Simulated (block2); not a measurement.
# DMRG/STO-3G run of PO (Phosphorus monoxide), part 2 of 2

block2 0.5.4. The steps go on from the part before.

## 3. The singlet cation: the energy at DMRG/STO-3G

integrals.py

```python
import numpy as np
from pyscf import ao2mo, cc, dft, gto, lo, mcscf, mp, scf
from pyscf.tools import fcidump

mol = gto.M(atom="""
O      0.000000     0.000000     0.000000
P      0.000000     0.000000     1.455090
""", basis="sto-3g", charge=1, verbose=4, max_memory=2000)
print("basis functions = %d" % (mol.nao))
mf = scf.RHF(mol)
mf.conv_tol = 1e-10
mf.max_cycle = 200
mf.kernel()
if not mf.converged:
    mf = mf.newton().run(mf.mo_coeff, mf.mo_occ)
print("reference energy = %.10f" % (mf.e_tot))
# single-reference ladder for comparison
ref = mf
pt = mp.MP2(ref, frozen=6).run()
mycc = cc.CCSD(ref, frozen=6)
mycc.max_cycle = 150
mycc.kernel()
print("MP2 total energy = %.10f" % (pt.e_tot))
if mycc.converged:
    print(f"CCSD total energy = {mycc.e_tot:.10f}")
    print(f"E(CCSD(T)) = {mycc.e_tot + mycc.ccsd_t():.10f}")
    print("T1 = %.4f" % (mycc.get_t1_diagnostic()))
# a few density functionals on the same geometry and basis
ks = dft.RKS(mol, xc="blyp").set(conv_tol=1e-9, verbose=3).run()
if ks.converged:
    print("E(BLYP) = %.8f" % (ks.e_tot))
ks = dft.RKS(mol, xc="r2scan").set(conv_tol=1e-9, verbose=3).run()
if ks.converged:
    print(f"E(r2SCAN) = {ks.e_tot:.8f}")
ks = dft.RKS(mol, xc="hse06").set(conv_tol=1e-9, verbose=3).run()
if ks.converged:
    print("E(HSE06) = %.8f" % (ks.e_tot))
ks = dft.RKS(mol, xc="m06l").set(conv_tol=1e-9, verbose=3).run()
if ks.converged:
    print("E(M06-L) = %.8f" % (ks.e_tot))
ks = dft.RKS(mol, xc="wb97x").set(conv_tol=1e-9, verbose=3).run()
if ks.converged:
    print(f"E(wB97X) = {ks.e_tot:.8f}")
# split localisation
mo = mf.mo_coeff.copy()
for a, b in ((6, 11), (11, 14)):
    if b - a > 1:
        mo[:, a:b] = lo.PM(mol, mo[:, a:b]).kernel()
mf.mo_coeff = mo
# FCIDUMP for the DMRG program
cas = mcscf.CASCI(mf, 8, 10)
h1, ecore = cas.get_h1eff()
fcidump.from_integrals("FCIDUMP", h1, cas.get_h2eff(), 8, 10, nuc=ecore, ms=0)
# FCI check
ci = mcscf.CASCI(mf, 8, (5, 5))
ci.fix_spin_(ss=0)
ci.fcisolver.conv_tol = 1e-10
ci.fcisolver.max_cycle = 200
ci.kernel()
print("FCI energy = %.10f" % (ci.e_tot))
```

block.conf

```
sym c1
orbitals FCIDUMP
nelec 10
spin 0
irrep 1
occ 2 2 2 2 2 0 0 0
cbias 0.1
schedule
0 50 1E-07 1E-04
4 100 1E-07 1E-05
8 100 1E-08 0.0
end
maxiter 14
sweep_tol 1E-06
gaopt default
mem 2g
num_thrds 1
prefix ./tmp
outputlevel 1
onepdm
```

Started as:

```bash
$ python integrals.py && block2main block.conf
```

Standard output:

```text
$ python integrals.py

[INPUT] verbose = 4
[INPUT] num. atoms = 2
[INPUT] num. electrons = 22
[INPUT] charge = 1
[INPUT] spin (= nelec alpha-beta = 2S) = 0
[INPUT] symmetry False subgroup None
[INPUT] Mole.unit = angstrom
[INPUT] Symbol           X                Y                Z      unit          X                Y                Z       unit  Magmom
[INPUT]  1 O      0.000000000000   0.000000000000   0.000000000000 AA    0.000000000000   0.000000000000   0.000000000000 Bohr   0.0
[INPUT]  2 P      0.000000000000   0.000000000000   1.455090000000 AA    0.000000000000   0.000000000000   2.749721586593 Bohr   0.0

nuclear repulsion = 43.6407818831825
number of shells = 8
number of NR pGTOs = 42
number of NR cGTOs = 14
basis = sto-3g
ecp = {}
CPU time:         0.42
basis functions = 14

******** <class 'pyscf.scf.hf.RHF'> ********
method = RHF
initial guess = minao
damping factor = 0
level_shift factor = 0
DIIS = <class 'pyscf.scf.diis.CDIIS'>
diis_start_cycle = 1
diis_space = 8
diis_damp = 0
SCF conv_tol = 1e-10
SCF conv_tol_grad = None
SCF max_cycles = 200
direct_scf = True
direct_scf_tol = 1e-13
chkfile to save SCF result = tmpj85edg58
max_memory 2000 MB (current use 108 MB)
Set gradient conv threshold to 1e-05
Initial guess from minao.
init E= -410.518480091495
  HOMO = -0.393087013493724  LUMO = 0.00581119990230501  gap/eV = 10.85457
cycle= 1 E= -410.352264229475  delta_E= 0.166  |g|= 0.603  |ddm|=  2.3
  HOMO = -0.62256029453219  LUMO = -0.141889929234865  gap/eV = 13.07971
cycle= 2 E= -410.177617130013  delta_E= 0.175  |g|= 1.09  |ddm|= 1.81
  HOMO = -0.757889220072878  LUMO = -0.182929640775857  gap/eV = 15.64545
cycle= 3 E= -410.496899924408  delta_E= -0.319  |g|= 0.0634  |ddm|= 0.984
  HOMO = -0.776494645017719  LUMO = -0.173975564470223  gap/eV = 16.39538
cycle= 4 E= -410.4979597402  delta_E= -0.00106  |g|= 0.00969  |ddm|= 0.0576
  HOMO = -0.776812449846307  LUMO = -0.174841890787388  gap/eV = 16.38045
cycle= 5 E= -410.498004095138  delta_E= -4.44e-05  |g|= 0.00364  |ddm|= 0.019
  HOMO = -0.77783144984283  LUMO = -0.17434226572169  gap/eV = 16.42178
cycle= 6 E= -410.498011435871  delta_E= -7.34e-06  |g|= 0.000416  |ddm|= 0.0115
  HOMO = -0.777889972035294  LUMO = -0.174377876305893  gap/eV = 16.42240
cycle= 7 E= -410.498011485079  delta_E= -4.92e-08  |g|= 9.64e-05  |ddm|= 0.000717
  HOMO = -0.7778774150986  LUMO = -0.174381176279541  gap/eV = 16.42197
cycle= 8 E= -410.498011487833  delta_E= -2.75e-09  |g|= 7.99e-06  |ddm|= 0.000131
  HOMO = -0.777876588882929  LUMO = -0.174381107478521  gap/eV = 16.42195
cycle= 9 E= -410.498011487852  delta_E= -1.91e-11  |g|= 3.22e-07  |ddm|= 1.21e-05
  HOMO = -0.77787664196861  LUMO = -0.17438111741316  gap/eV = 16.42195
Extra cycle  E= -410.498011487852  delta_E= 1.71e-13  |g|= 3.69e-07  |ddm|= 7.32e-07
converged SCF energy = -410.498011487852
reference energy = -410.4980114879

******** <class 'pyscf.mp.mp2.RMP2'> ********
nocc = 5, nmo = 8
frozen orbitals 6
max_memory 2000 MB (current use 122 MB)
E(RMP2) = -410.679566362119  E_corr = -0.181554874267703
E(SCS-RMP2) = -410.672172376544  E_corr = -0.1741608886927
E_corr(same-spin) = -0.0504288004944728
E_corr(oppo-spin) = -0.13112607377323

******** <class 'pyscf.cc.ccsd.CCSD'> ********
CC2 = 0
CCSD nocc = 5, nmo = 8
frozen orbitals 6
max_cycle = 150
direct = 0
conv_tol = 1e-07
conv_tol_normt = 1e-05
diis_space = 6
diis_start_cycle = 0
diis_start_energy_diff = 1e+09
max_memory 2000 MB (current use 122 MB)
Init t2, MP2 energy = -410.67956638922  E_corr(MP2) -0.181554901368661
Init E_corr(CCSD) = -0.181554901368715
cycle = 1  E_corr(CCSD) = -0.134914756512955  dE = 0.0466401449  norm(t1,t2) = 0.13807
cycle = 2  E_corr(CCSD) = -0.167847232202138  dE = -0.0329324757  norm(t1,t2) = 0.0799818
cycle = 3  E_corr(CCSD) = -0.158096857216408  dE = 0.00975037499  norm(t1,t2) = 0.0451777
cycle = 4  E_corr(CCSD) = -0.160091826422304  dE = -0.00199496921  norm(t1,t2) = 0.00872361
cycle = 5  E_corr(CCSD) = -0.160475111761414  dE = -0.000383285339  norm(t1,t2) = 0.00179392
cycle = 6  E_corr(CCSD) = -0.160366454805982  dE = 0.000108656955  norm(t1,t2) = 0.000554003
cycle = 7  E_corr(CCSD) = -0.160380341493209  dE = -1.38866872e-05  norm(t1,t2) = 0.000160331
cycle = 8  E_corr(CCSD) = -0.160387877565516  dE = -7.53607231e-06  norm(t1,t2) = 2.96149e-05
cycle = 9  E_corr(CCSD) = -0.160387686444664  dE = 1.91120851e-07  norm(t1,t2) = 2.50382e-06
cycle = 10  E_corr(CCSD) = -0.160387806254171  dE = -1.19809507e-07  norm(t1,t2) = 8.44707e-07
cycle = 11  E_corr(CCSD) = -0.160387768503103  dE = 3.77510675e-08  norm(t1,t2) = 2.13137e-07
CCSD converged
E(CCSD) = -410.6583992563549  E_corr = -0.1603877685031033
MP2 total energy = -410.6795663621
CCSD total energy = -410.6583992564
CCSD(T) correction = -0.0134429139588242
E(CCSD(T)) = -410.6718421703
T1 = 0.0338
radial grids:
    Treutler-Ahlrichs [JCP 102, 346 (1995); DOI:10.1063/1.469408] (M4) radial grids

becke partition: Becke, JCP 88, 2547 (1988); DOI:10.1063/1.454033
pruning grids: <function nwchem_prune at 0xe9265c34e8e0>
grids dens level: 3
symmetrized grids: False
atomic radii adjust function: <function treutler_atomic_radii_adjust at 0xe9265c34e840>
tot grids = 33264
converged SCF energy = -411.366595047526
E(BLYP) = -411.36659505
radial grids:
    Treutler-Ahlrichs [JCP 102, 346 (1995); DOI:10.1063/1.469408] (M4) radial grids

becke partition: Becke, JCP 88, 2547 (1988); DOI:10.1063/1.454033
pruning grids: <function nwchem_prune at 0xe9265c34e8e0>
grids dens level: 3
symmetrized grids: False
atomic radii adjust function: <function treutler_atomic_radii_adjust at 0xe9265c34e840>
tot grids = 33264
converged SCF energy = -411.3643080483
E(r2SCAN) = -411.36430805
radial grids:
    Treutler-Ahlrichs [JCP 102, 346 (1995); DOI:10.1063/1.469408] (M4) radial grids

becke partition: Becke, JCP 88, 2547 (1988); DOI:10.1063/1.454033
pruning grids: <function nwchem_prune at 0xe9265c34e8e0>
grids dens level: 3
symmetrized grids: False
atomic radii adjust function: <function treutler_atomic_radii_adjust at 0xe9265c34e840>
tot grids = 33264
converged SCF energy = -411.225021765047
E(HSE06) = -411.22502177
radial grids:
    Treutler-Ahlrichs [JCP 102, 346 (1995); DOI:10.1063/1.469408] (M4) radial grids

becke partition: Becke, JCP 88, 2547 (1988); DOI:10.1063/1.454033
pruning grids: <function nwchem_prune at 0xe9265c34e8e0>
grids dens level: 3
symmetrized grids: False
atomic radii adjust function: <function treutler_atomic_radii_adjust at 0xe9265c34e840>
tot grids = 33264
converged SCF energy = -411.398263104271
E(M06-L) = -411.39826310
radial grids:
    Treutler-Ahlrichs [JCP 102, 346 (1995); DOI:10.1063/1.469408] (M4) radial grids

becke partition: Becke, JCP 88, 2547 (1988); DOI:10.1063/1.454033
pruning grids: <function nwchem_prune at 0xe9265c34e8e0>
grids dens level: 3
symmetrized grids: False
atomic radii adjust function: <function treutler_atomic_radii_adjust at 0xe9265c34e840>
tot grids = 33264
converged SCF energy = -411.375325012606
E(wB97X) = -411.37532501

******** <class 'pyscf.lo.pipek.PipekMezey'> ********
conv_tol = 1e-06
conv_tol_grad = None
max_cycle = 100
max_stepsize = 0.05
max_iters = 20
kf_interval = 5
kf_trust_region = 5
ah_start_tol = 1000000000.0
ah_start_cycle = 1
ah_level_shift = 0
ah_conv_tol = 1e-12
ah_lindep = 1e-14
ah_max_cycle = 40
ah_trust_region = 3
init_guess = atomic
algorithm = ciah
pop_method = meta_lowdin
exponent = 2
Set conv_tol_grad to 0.000316228
Init f(x)= 3.5716771920825  |g|= 0.506961
macro= 1  f(x)= 3.6349102391788  delta_f= 0.063233  |g|= 0.506961  1 KF 4 Hx
macro= 2  f(x)= 3.6770629828299  delta_f= 0.0421527  |g|= 0.330217  1 KF 4 Hx
macro= 3  f(x)= 3.6914815040469  delta_f= 0.0144185  |g|= 0.0161264  2 KF 4 Hx
macro= 4  f(x)= 3.6914833949643  delta_f= 1.89092e-06  |g|= 0.00351595  1 KF 2 Hx
macro= 5  f(x)= 3.6914833949643  delta_f= 4.44089e-16  |g|= 5.4033e-07  1 KF 1 Hx
macro X = 5  f(x)= 3.6914833949643  |g|= 5.4033e-07  10 intor 6 KF 15 Hx

******** <class 'pyscf.lo.pipek.PipekMezey'> ********
conv_tol = 1e-06
conv_tol_grad = None
max_cycle = 100
max_stepsize = 0.05
max_iters = 20
kf_interval = 5
kf_trust_region = 5
ah_start_tol = 1000000000.0
ah_start_cycle = 1
ah_level_shift = 0
ah_conv_tol = 1e-12
ah_lindep = 1e-14
ah_max_cycle = 40
ah_trust_region = 3
init_guess = atomic
algorithm = ciah
pop_method = meta_lowdin
exponent = 2
Set conv_tol_grad to 0.000316228

WARN: Initial orbitals are close to convergence. Adding a small perturbation.

Init f(x)= 1.693619372315  |g|= 1.138e-05
macro= 1  f(x)= 1.6936193761956  delta_f= 3.88052e-09  |g|= 1.138e-05  1 KF 1 Hx
macro X = 1  f(x)= 1.6936193761956  |g|= 1.138e-05  2 intor 1 KF 1 Hx

******** <class 'pyscf.mcscf.casci.CASCI'> ********
CAS (5e+5e, 8o), ncore = 6, nvir = 0
natorb = False
canonicalization = True
sorting_mo_energy = False
max_memory 2000 MB (current use 160 MB)
******** <class 'pyscf.fci.addons.SpinPenaltyFCISolver'> ********
max. cycles = 200
conv_tol = 1e-10
davidson only = True
linear dependence = 1e-12
level shift = 0.001
max iter space = 12
max_memory 2000 MB
nroots = 1
pspace_size = 400
spin = None
Density matrix diagonal elements [1.97133381 1.97242713 1.89573312 1.89573312 1.99312821 0.11555664
 0.11555664 0.04053134]
CASCI converged
CASCI E = -410.673200591218  E(CI) = -32.4144490332797  S^2 = 0.0000000
FCI energy = -410.6732005912

$ block2main block.conf

********************************** INPUT START **********************************
sym                                                             c1
orbitals                                                   FCIDUMP
nelec                                                           10
spin                                                             0
irrep                                                            1
occ                                                2 2 2 2 2 0 0 0
cbias                                                          0.1
maxiter                                                         14
sweep_tol                                                    1E-06
gaopt                                                      default
mem                                                             2g
num_thrds                                                        1
prefix                                                       ./tmp
outputlevel                                                      1
onepdm
schedule                  Sweep   0-   3 : Mmps =    50 Noise =    0.0001 DavTol =     1e-07
                          Sweep   4-   7 : Mmps =   100 Noise =     1e-05 DavTol =     1e-07
                          Sweep   8-  13 : Mmps =   100 Noise =         0 DavTol =     1e-08
********************************** INPUT END   **********************************

SPIN ADAPTED - REAL DOMAIN - DOUBLE PREC
qc mpo type =  QCTypes.Conventional
 UseMainStack = 0 MinDiskUsage = 1 MinMemUsage = 0 IBuf = 0 OBuf = 0
 FPCompression: prec = 1.00e-16 chunk = 1024
 IMain = 0 B / 134 MB DMain = 0 B / 687 MB ISeco = 0 B / 57.2 MB DSeco = 0 B / 1.01 GB
 OpenMP = 1 TBB = 0 BLIS = 0 MKL = NONE  SeqType = Tasked AlignType = None MKLIntLen = 4
 THREADING = 2 layers : Global | Operator BatchedGEMM
 NUMBER : Global = 1 Operator = 1 Quanta = 0 MKL = 1
 COMPLEX = 1 SINGLE-PREC = 1 KSYMM = 0
using gaopt reorder =  [0 7 3 6 4 1 2 5]
read integral finished 0.5081333479975001
integral sym error =            0
MinMPOMemUsage =  False
MPS =  CCRRRRRR 0 2 < N=10 S=0 PG=0 >
GS INIT MPS BOND DIMS =       1     3    10    35    56    35    10     3     1
pre-mpo memory usage =  156 MB
build mpo start ...
build mpo finished ... Tread = 0.000 Twrite = 0.000 T = 0.002
simpl mpo start ...
simpl mpo finished ... Tread = 0.000 Twrite = 0.000 T = 0.005
GS MPO BOND DIMS =      13    20    31    46    31    20    13     1
build 1pdm mpo 0.5328700719983317
build identity mpo 0.5334484609993524
memory usage =  160 MB
para mpo finished 0.5338607939993381
env init finished 0.5491444899962517

Sweep =    0 | Direction =  forward | Bond dimension =   50 | Noise =  1.00e-04 | Dav threshold =  1.00e-07
Time elapsed =      0.086 | E =    -410.6732005566 | DW = 3.12827e-06

Sweep =    1 | Direction = backward | Bond dimension =   50 | Noise =  1.00e-04 | Dav threshold =  1.00e-07
Time elapsed =      0.141 | E =    -410.6732005572 | DE = -6.23e-10 | DW = 1.03784e-06

Sweep =    2 | Direction =  forward | Bond dimension =   50 | Noise =  1.00e-04 | Dav threshold =  1.00e-07
Time elapsed =      0.198 | E =    -410.6732005738 | DE = -1.66e-08 | DW = 3.09367e-06

Sweep =    3 | Direction = backward | Bond dimension =   50 | Noise =  1.00e-04 | Dav threshold =  1.00e-07
Time elapsed =      0.255 | E =    -410.6732005576 | DE = 1.62e-08 | DW = 1.02313e-06

Sweep =    4 | Direction =  forward | Bond dimension =  100 | Noise =  1.00e-05 | Dav threshold =  1.00e-07
Time elapsed =      0.327 | E =    -410.6732005725 | DE = -1.49e-08 | DW = 1.60096e-09

Sweep =    5 | Direction = backward | Bond dimension =  100 | Noise =  1.00e-05 | Dav threshold =  1.00e-07
Time elapsed =      0.402 | E =    -410.6732005726 | DE = -9.98e-11 | DW = 1.01018e-09

Sweep =    6 | Direction =  forward | Bond dimension =  100 | Noise =  1.00e-05 | Dav threshold =  1.00e-07
Time elapsed =      0.479 | E =    -410.6732005726 | DE = -1.53e-12 | DW = 1.60071e-09

Sweep =    7 | Direction = backward | Bond dimension =  100 | Noise =  1.00e-05 | Dav threshold =  1.00e-07
Time elapsed =      0.551 | E =    -410.6732005726 | DE = -3.76e-12 | DW = 9.77202e-10

Sweep =    8 | Direction =  forward | Bond dimension =  100 | Noise =  0.00e+00 | Dav threshold =  1.00e-08
Time elapsed =      0.613 | E =    -410.6732005875 | DE = -1.49e-08 | DW = 2.89132e-15

Final canonical form =  LLLLLLLC 6
DMRG Energy = -410.673200587490726
npdm string = ['(C+D)0']

Build NPDM MPO | Nsites =     8 | Nmaxops =  2 | SymbolFree = T | Cutoff = 0.00e+00
 Site =     0 /     8 .. L =        4 R =        1 M =            0 Tmid = 0.000 T = 0.000
 Site =     1 /     8 .. L =        4 R =       15 M =           15 Tmid = 0.000 T = 0.000
 Site =     2 /     8 .. L =        4 R =       13 M =           13 Tmid = 0.000 T = 0.000
 Site =     3 /     8 .. L =        4 R =       11 M =           11 Tmid = 0.000 T = 0.000
 Site =     4 /     8 .. L =        4 R =        9 M =            9 Tmid = 0.000 T = 0.000
 Site =     5 /     8 .. L =        4 R =        7 M =            7 Tmid = 0.000 T = 0.000
 Site =     6 /     8 .. L =        4 R =        5 M =            5 Tmid = 0.000 T = 0.000
 Site =     7 /     8 .. L =        1 R =        4 M =            4 Tmid = 0.000 T = 0.000
Ttotal =      0.000

Expectation | Direction = backward | BRA bond dimension =  100 | KET bond dimension =  100
Time elapsed =      0.028
NPDM Sorting | Nsites =     8 | Nmaxops =  2 | DotSite = 2 | SymbolFree = T | Compressed = T | LowMem = F | Mem = 512 B
Ttotal =      0.000

DMRG OCC =   1.971 1.972 1.896 1.896 1.993 0.116 0.116 0.041
```

Wall time 5 s (1 thread of Arm Neoverse V2, shared host); peak memory 0.17 GiB.

## 4. Results

This closing draws on all 2 parts.

At DMRG/STO-3G, 6 core orbitals frozen:

| quantity | value |
| --- | --- |
| run 1, DMRG/STO-3G: total energy | -410.79990 Eh |
| singlet cation: total energy | -410.67320 Eh |
| singlet cation: T1 diagnostic of the CCSD step | 0.034 |
| vertical ionisation energy (to the singlet cation) | 3.448 eV |

Removing an electron at fixed nuclei costs 3.45 eV (333 kJ/mol). Only the singlet of the ionised species was computed; a triplet could lie lower. In a minimal basis such a difference can be off by several eV, whatever the method. The T1 diagnostic (singlet cation) of 0.034 is above the customary mark for such species, so a single reference may not serve.
